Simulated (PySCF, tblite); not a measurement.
**C₄H₃FO: geometry, infrared bands, NMR shifts and spin-spin couplings**

Aim: predict the infrared bands, NMR shifts and spin-spin couplings of C₄H₃FO (`O=C1C=C(F)C1`).

Computed with tblite 0.8.0 and PySCF 2.14.0, with density-fitted response routines of our own, on a single molecule in the gas phase. Atoms are numbered from 0 throughout.

## Step 1: The molecule as given

9 atoms, charge 0, multiplicity 1; geometry from: force field or distance geometry start.

Bonds of the start (Å): O0–C1 1.22, C1–C2 1.45, C2–C3 1.35, C3–F4 1.34, C3–C5 1.53, C5–C1 1.53, C2–H6 1.09, C5–H7 1.10, C5–H8 1.09.

## Step 2: Geometry optimisation with GFN2-xTB

What the job is given:

```
{"job": {"kind": "relax", "xc": "GFN2-xTB", "basis": "xTB"}, "charge": 0, "multiplicity": 1}
O      2.258100     0.350000     0.005600
C      1.041800     0.206600    -0.016900
C     -0.070300     1.102300    -0.269700
C     -0.990700     0.130600    -0.081400
F     -2.334100     0.095000    -0.115000
C      0.052700    -0.941300     0.225900
H     -0.175800     2.158500    -0.535100
H      0.080300    -1.333300     1.251400
H      0.151500    -1.762400    -0.490000
```

On the command line:

```
OMP_NUM_THREADS=1 python probes_run.py task.json out
```

The driver reads the jobs from task.json and runs them one after another.

**Question.** This job is followed by: GFN2-xTB harmonic vibrations, gas phase; GIAO PBE0/pcSseg-1 NMR shielding, non-relativistic, gas phase; B3LYP/pcJ-1 indirect spin-spin coupling, non-relativistic, gas phase. Predict these results of the whole session: strongest single infrared mode (GFN2-xTB); zero-point energy (GFN2-xTB); 13C shifts against TMS (PBE0/pcSseg-1); 1H shifts against TMS (PBE0/pcSseg-1, means over atoms taken as alike); 17O shifts against H2O (PBE0/pcSseg-1); 19F shifts against CFCl3 (PBE0/pcSseg-1); largest coupling of the table (B3LYP/pcJ-1).

**Answer**, as computed:

```
                                                              quantity                          value
                             strongest single infrared mode (GFN2-xTB)          1673 cm⁻¹, 426 km/mol
                                          zero-point energy (GFN2-xTB)                  37.0 kcal/mol
                                13C shifts against TMS (PBE0/pcSseg-1)  194.9, 181.4, 122.0, 51.7 ppm
1H shifts against TMS (PBE0/pcSseg-1, means over atoms taken as alike)                 5.08, 3.36 ppm
                                17O shifts against H2O (PBE0/pcSseg-1)                      577.3 ppm
                              19F shifts against CFCl3 (PBE0/pcSseg-1)                      -58.8 ppm
                           largest coupling of the table (B3LYP/pcJ-1)       1J(C,F) C3–F4, -431.7 Hz
```

What this shows: The optimisation took 15 steps and gained 0.133 eV; among the close pairs (by a distance rule), O0–C1 changed most, from 1.225 to 1.192 Å. All 21 modes are real, so the xTB geometry is a minimum. The strongest single mode, at 1673 cm⁻¹, moves mainly C3 and C2. GFN2-xTB is a fitted tight-binding method: band positions and strengths are rough. Its intensities can rank the bands wrongly. H6 (hydrogen on an α carbon of a C=C–C=O unit) lies farthest downfield among hydrogen, at 5.08 ppm; attached to an sp2 carbon and in the plane of the double bond. At PBE0/pcSseg-1: The widest tensor belongs to O0: span 1128 ppm, with a paramagnetic part of -639 ppm. Of the pairs tabulated at B3LYP/pcJ-1, C3–F4 couples most strongly (-431.7 Hz; Fermi contact -383.5 Hz). Couplings across rotatable bonds belong to this one conformer; where others are populated, the observed values are averages.
